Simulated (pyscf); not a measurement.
cyclic C₂H₅AlO (SMILES [OH][Al]1[CH2][CH2]1) → HO–Al [singlet] + ethylene (H₂C=CH₂) (cycloreversion; singlet surface; Al–C, Al–C broken, none formed). Structures and frequencies: ωB97X-D3(BJ)/def2-SVP in PySCF. Correlated levels are frozen-core, on RHF or UHF. ΔMP2 is the change of the MP2 total energy from the triple- to the quadruple-zeta basis. Energies in eV from the reactant's lowest minimum found.

```tsv
level	barrier	reaction energy
PBE/def2-TZVP	0.69	-0.26
B3LYP-D3(BJ)/def2-TZVP	0.83	-0.47
PBE0-D3(BJ)/def2-TZVP	0.88	-0.14
M06-2X/def2-TZVP	0.97	-0.29
MP2/def2-QZVPP	1.07	-0.10
CCSD(T)/def2-TZVPP	0.93	-0.36
CCSD(T)/def2-TZVPP + ΔMP2(QZVPP)	0.93	-0.33
```

cyclic C₂H₅AlO (SMILES [OH][Al]1[CH2][CH2]1) lies 1.00 eV over its isomer H₂C=CH–AlH–OH (electronic energy, ωB97M-D3(BJ)/def2-TZVP). One saddle was located; it need not be the lowest between these sides. One closed-shell reference is unstable to symmetry breaking; treat the single-reference values with care. The CCSD(T) − MP2 part came from Ansatz, without density fitting, on the same reference.
